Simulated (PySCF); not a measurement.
These 8 structures share the formula C5H11F. Method: PBE0-D3(BJ)/def2-SVP geometry optimisation, gas phase (PySCF 2.14.0). One conformer each; no zero-point energy, no entropy. No frequencies were run at this level. Point groups hold within 0.08 Å.

**Question.** Order them by energy at this level, lowest first, and give relative energies in kJ/mol.
A. `[CH3:1][CH2:2][CH2:3][C@@H:4]([CH3:5])[F:6]` with C1–C2–C3–C4 178°, C2–C3–C4–C5 180° (CH3CH2CH2CHFCH3)
B. `[CH3:1][CH:2]([CH3:3])[C@@H:4]([CH3:5])[F:6]` with C1–C2–C4–C5 176°
C. `CC(C)(C)CF` (1-fluoro-2,2-dimethyl-propane)
D. `[CH3:1][CH:2]([CH3:3])[CH2:4][CH2:5][F:6]` with C1–C2–C4–C5 -174°, C2–C4–C5–F6 175°
E. `[CH3:1][CH2:2][CH2:3][CH2:4][CH2:5][F:6]` with C1–C2–C3–C4 179°, C2–C3–C4–C5 176°, C3–C4–C5–F6 -61° (1-fluoropentane)
F. `[CH3:1][CH2:2][C@@H:3]([CH3:4])[CH2:5][F:6]` with C1–C2–C3–C4 175°, C2–C3–C5–F6 -60°
G. `[CH3:1][CH2:2][CH:3]([F:4])[CH2:5][CH3:6]` with C1–C2–C3–F4 -59°, C2–C3–C5–C6 179°
H. `[CH3:1][CH2:2][C:3]([CH3:4])([CH3:5])[F:6]` with C1–C2–C3–C4 58°

**Answer.** H (0.0), G (11.6), B (12.0), A (13.1), C (20.0), F (29.2), E (31.9), D (33.3).

Neighbours under 10 kJ/mol apart (CCC(F)CC and CC(C)[C@@H](C)F; CC(C)[C@@H](C)F and CCC[C@@H](C)F; CCC[C@@H](C)F and CC(C)(C)CF; CC(C)(C)CF and CC[C@@H](C)CF; others) can change places with a better method, another conformer or zero-point energy.

| SMILES | E (Eh) | E rel (kJ/mol) | dipole (D) | point group | A, B, C (MHz) |
| --- | --- | --- | --- | --- | --- |
| CCC(C)(C)F | -296.46451 | 0.0 | 1.70 | C1 | 4594, 2626, 2555 |
| CCC(F)CC | -296.46011 | 11.6 | 1.63 | Cs | 7612, 1922, 1672 |
| CC(C)[C@@H](C)F | -296.45996 | 12.0 | 1.66 | C1 | 4522, 2727, 2301 |
| CCC[C@@H](C)F | -296.45954 | 13.1 | 1.66 | C1 | 7408, 1739, 1517 |
| CC(C)(C)CF | -296.45689 | 20.0 | 1.60 | Cs | 4431, 2592, 2590 |
| CC[C@@H](C)CF | -296.45338 | 29.2 | 1.59 | C1 | 4070, 2760, 1988 |
| CCCCCF | -296.45237 | 31.9 | 1.67 | C1 | 9179, 1361, 1267 |
| CC(C)CCF | -296.45182 | 33.3 | 1.88 | C1 | 6931, 1698, 1460 |
